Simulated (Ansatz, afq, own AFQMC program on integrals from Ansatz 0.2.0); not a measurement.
Where AFQMC and coupled cluster stand for GeH, quartet

| atom | x (Å) | y (Å) | z (Å) |
| --- | --- | --- | --- |
| Ge | 0.0000 | 0.0000 | 0.0000 |
| H | 0.0000 | 0.0000 | 1.5719 |

Basis cc-pVTZ. Only valence electrons are correlated. Ansatz 0.2.0 and our own AFQMC program on the same integrals; the CISD trial comes from CCSD amplitudes, and released means the phaseless constraint is let go. Free projection: walkers drawn from exp(T), propagated without any constraint. Its projection time is finite, and what remains of the start isn't in its error. Error bars are statistical, one sigma. No spin–orbit coupling.

Determinant: UHF, the one that the program's search chose, which needn't be the lowest solution. The geometry is a point of a scan.

Full CI on the same integrals is exact in this basis and with this determinant's frozen core.

Cautions: no relativity below Rb; no spin-orbit coupling; inner d shell frozen; lower spins were not checked; the released energies move by 1.5 errors or more from one time to the next, so no released level is given (meV from the phaseless value at times in 1/Eh: -0.1 ± 0.9 at 0.24, -0.8 ± 0.7 at 0.51, -1.8 ± 0.7 at 0.99, 1 ± 4 at 1.62, -3.7 ± 0.8 at 2.40), though the last usable value meets full CI within the noise.

- T1 diagnostic: 0.0272
- weight of the determinant in the CISD state: 0.938
- ⟨S²⟩ of the determinant: 3.757
- size of the correlated space: 5 electrons in 43 orbitals

Reference: full CI, correlation energy -2.141 eV.

```
        level  E − E(reference) (meV)  share of correlation (%)
           HF                  2141.2                      0.00
          MP2                   531.3                     75.19
         CCSD                    86.9                     95.94
      CCSD(T)                    19.0                     99.11
        CCSDT                     1.8                     99.92
     CCSDT(Q)                     0.2                     99.99
       CCSDTQ                     0.0                    100.00
  ph-AFQMC/HF             11.8 ± 11.1                     99.45
ph-AFQMC/CISD               4.4 ± 1.0                     99.80
   free AFQMC               0.4 ± 0.6                     99.98
```

CCSDT and higher add their correlation energy to the determinant of the CCSD(T) run, since their own runs factorise the integrals more tightly (a shift of under 2 meV). Free projections are given only where their last times agree within the noise and don't stop above the reference; a slow remainder of the start can still hide under it. A walk keeps the symmetry of its determinant, which the program's search chose and which needn't be the lowest solution, so a lower state of the same spin and another symmetry isn't excluded.
